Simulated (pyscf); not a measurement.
H₃Si–InH–AsH₂ (SMILES [SiH3][InH][AsH2]) → H₂As–In (SMILES [AsH2][In]) [singlet] + SiH₄ (SMILES [SiH4]) (1,1-elimination; singlet surface; In–Si, H–In broken, H–Si formed). Optimised with ωB97X-D3(BJ)/def2-SVP in PySCF. Energies in eV from the reactant's lowest minimum found.

| level | barrier | reaction energy |
|---|---|---|
| ωB97X-D3(BJ)/def2-TZVP | 1.58 | +0.30 |
| r²SCAN/def2-TZVP | 1.29 | +0.13 |
| PBE0-D3(BJ)/def2-TZVP | 1.36 | +0.16 |
| M06-2X/def2-TZVP | 1.43 | -0.06 |
| ωB97M-D3(BJ)/def2-TZVP | ? | +0.02 |
| HF/def2-TZVP | ? | ? |

Problem. Fill in the missing entries.

Solution. 
- ωB97M-D3(BJ)/def2-TZVP, barrier: 1.50
- HF/def2-TZVP, barrier: 1.90
- HF/def2-TZVP, reaction energy: -0.21

The functionals in the table span 0.29 eV in this barrier, from r²SCAN to ωB97X-D3(BJ)/def2-TZVP. On the product side the descent ends in a complex (not fully relaxed), 0.28 eV under the separated species and 1.55 eV under the saddle at ωB97X-D3(BJ)/def2-TZVP. One saddle was located; it need not be the lowest between these sides. Elements up to Kr have no core potential and no relativistic terms here. Elements past Kr carry the def2 core potentials, without spin-orbit coupling.
